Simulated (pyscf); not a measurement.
# Routes from H₃C–CH₂–CH₂–Al (SMILES CC[CH2][Al]) [singlet]

Candidate steps break at most two bonds and form at most two. Each was searched with GFN2-xTB (tblite) first. Single points on ωB97X-D3(BJ)/def2-SVP structures (PySCF, gas phase). MP2 and CC: frozen core, UHF for open shells. ΔMP2 is the change of the MP2 total energy from the triple- to the quadruple-zeta basis. Energies: CCSD(T)/def2-TZVPP + ΔMP2(QZVPP), kJ/mol, from the reactant's lowest minimum found, singlet surface; ΔG‡ with ideal gas, 1 atm, RRHO with modes under 100 cm⁻¹ raised to 100, one conformer, R ln 2 for chiral ones without a mode under 150 cm⁻¹.

| products | type | ΔE‡ | ΔE | ΔG‡ 298 K | ΔG‡ 900 K | ν‡ (cm⁻¹) |
|---|---|---|---|---|---|---|
| H₃C–Al [singlet] + H₂C=CH₂ | elimination (Al–C, C–C broken, Al–C formed) | 166.5 | +86.6 | 159.4 | 163.0 | 520i |
| H₃C–Al [singlet] + H₂C=CH₂ | elimination (C–C, C–H broken, C–H formed) | 394.2 | +86.6 | 374.6 | 369.9 | 1059i |

Row 1: On the reactant side the descent ends in a point that may be a rotor saddle (no frequency run), 9.9 kJ/mol over the lowest minimum found and 166.8 kJ/mol under the saddle at ωB97X-D3(BJ)/def2-TZVP. On the product side the descent ends in a complex, 24.5 kJ/mol under the separated species and 97.4 kJ/mol under the saddle at ωB97X-D3(BJ)/def2-TZVP. 

Plain bond fissions and candidates not yet searched are not listed, and one of them may be faster. Each barrier is that of the saddle found; lower ones may exist. One closed-shell reference is unstable to symmetry breaking; treat the single-reference values with care. The CCSD(T) − MP2 part came from Ansatz, without density fitting, on the same reference.
